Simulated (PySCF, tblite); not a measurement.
F2O2S.
InChI=1S/F2O2S/c1-5(2,3)4

Computed, not measured: PBE0/pcSseg-1 in PySCF (dipole) on a GFN2-xTB geometry, gas phase.

Take the most abundant isotopes and a rigid rotor. 

(1) What are A, B and C (cm⁻¹)?

(2) Classify the top.

(3) What does the inertial defect say?

(4) List the rotational levels J(Ka,Kc) to J = 3 (cm⁻¹).

(5) Which types of transition are allowed, and where do some lines up to J = 3 fall?

(6) Estimate the classical rotational partition function at 50 K, 298.15 K and 500 K.

Results:

(1) Ia = 100.54, Ib = 104.22, Ic = 106.15 u·Å²; 505379 MHz·u·Å²/I gives 5027, 4849 and 4761 MHz, that is A = 0.16767, B = 0.16174, C = 0.15880 cm⁻¹.

(2) An asymmetric top; Ray's κ = -0.337.

(3) Not planar: Δ = Ic − Ia − Ib = -98.61 u·Å². For a rigid frame Δ = −2 Σ m c², so Σ m c² = 49.31 u·Å² lies off the ab plane. The atom farthest from that plane is 1.24 Å away.

(4) Above 0(0,0):
J = 1: 1(0,1) 0.3205, 1(1,1) 0.3265, 1(1,0) 0.3294
J = 2: 2(0,2) 0.9608, 2(1,2) 0.9646, 2(1,1) 0.9735, 2(2,1) 0.9912, 2(2,0) 0.9921
J = 3: 3(0,3) 1.9194, 3(1,3) 1.9214, 3(1,2) 1.9389, 3(2,2) 1.9529, 3(2,1) 1.9567, 3(3,1) 1.9903, 3(3,0) 1.9905

(5) The dipole components are |μa| = 0.50 D, |μb| = 0.00 D, |μc| = 0.00 D; the symmetry axis of this C2v structure is a, so μb and μc vanish by symmetry and there are no b-type or c-type lines. Some lines, for components of 0.1 D or more:

```csv
type,branch,"J(Ka,Kc)",MHz,lower level (cm⁻¹)
a,Q,"3(1,2) ← 3(1,3)",524,1.921
a,R,"1(0,1) ← 0(0,0)",9610,0.000
a,R,"2(1,2) ← 1(1,1)",19131,0.326
a,R,"2(0,2) ← 1(0,1)",19194,0.321
a,R,"2(1,1) ← 1(1,0)",19308,0.329
a,R,"3(1,3) ← 2(1,2)",28683,0.965
a,R,"3(0,3) ← 2(0,2)",28739,0.961
a,R,"3(2,2) ← 2(2,1)",28829,0.991
a,R,"3(2,1) ← 2(2,0)",28920,0.992
a,R,"3(1,2) ← 2(1,1)",28943,0.973
```

(6) Point group C2v, symmetry number σ = 2; q = (√π/σ)·√((kT/h)³/(ABC)), k/h = 20836.6 MHz/K: 2770 at 50 K, 40300 at 298.15 K, 87500 at 500 K.

Its GFN2-xTB frequencies are all real (lowest 296 cm⁻¹). No vibrational averaging or centrifugal distortion is included, and the geometry carries the error of its method.
